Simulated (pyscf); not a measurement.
Structures and frequencies: ωB97X-D3(BJ)/def2-SVP in PySCF.

Task: Estimate the classical barrier height and the reaction energy of O=Nb(F)(F)–F + HCl → HO–Nb(F)(F)(F)–Cl at M06-2X/def2-TZVP. The step runs on the singlet surface, breaks Cl–H and forms H–O, Cl–Nb; take the separated reactants as zero.

Result: ΔE‡ = 20.9 kJ/mol, ΔE = -74.6 kJ/mol. ωB97M-D3(BJ)/def2-TZVP gives 32.0 kJ/mol and -60.2 kJ/mol. Zero-point energy shifts the barrier by -0.5 kJ/mol. It is an addition across a multiple bond or ene-type step, with an imaginary mode of 1192i cm⁻¹. On the reactant side the descent ends in an adduct with a Cl–Nb contact, 28.0 kJ/mol under the separated species and 44.3 kJ/mol under the saddle at ωB97X-D3(BJ)/def2-TZVP. What is counted as formed (Cl–Nb) is already present as a longer contact in the reactant adduct; forming that adduct is a step of its own. At ωB97X-D3(BJ)/def2-TZVP the barrier from the zero used here is 16.3 kJ/mol. One saddle was located; it need not be the lowest between these sides. Elements past Kr carry the def2 core potentials, without spin-orbit coupling.
